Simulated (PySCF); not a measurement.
Predicted microwave data (wB97X-D/def2-SVPD in PySCF (dipole) on a GFN2-xTB geometry, gas phase) for one isomer of C4H2FN:

- Rotational constants: A = 6573, B = 3337, C = 2555 MHz
- Dipole components: |μa| = 4.06 D, |μb| = 1.97 D, |μc| = 0.00 D
- Inertial defect: -30.55 u·Å²
- κ: -0.61

Question: Which structure is it? (One computed conformer of each.)
A. `N#CC1(F)C=C1`
B. `N#CC1=C[C@H]1F`

Answer: A. It is N#CC1(F)C=C1, an asymmetric top, point group Cs. The candidates at the same level (rigid rotor, commonest isotopes):

```json
{"SMILES": "N#CC1=C[C@H]1F", "A (MHz)": "9872", "B (MHz)": "2270", "C (MHz)": "1948", "μa (D)": "2.36", "μb (D)": "2.87", "μc (D)": "0.70", "Δ (u·Å²)": "-14.39", "point group": "C1", "rotor": "near-prolate asymmetric top"}
{"SMILES": "N#CC1(F)C=C1", "A (MHz)": "6573", "B (MHz)": "3337", "C (MHz)": "2555", "μa (D)": "4.06", "μb (D)": "1.97", "μc (D)": "0.00", "Δ (u·Å²)": "-30.55", "point group": "Cs", "rotor": "asymmetric top"}
```

`N#CC1=C[C@H]1F` has A 50 % too high. In the right answer the mirror of this Cs structure is the ab plane, so μc vanishes by symmetry. No structure here is proved a minimum.
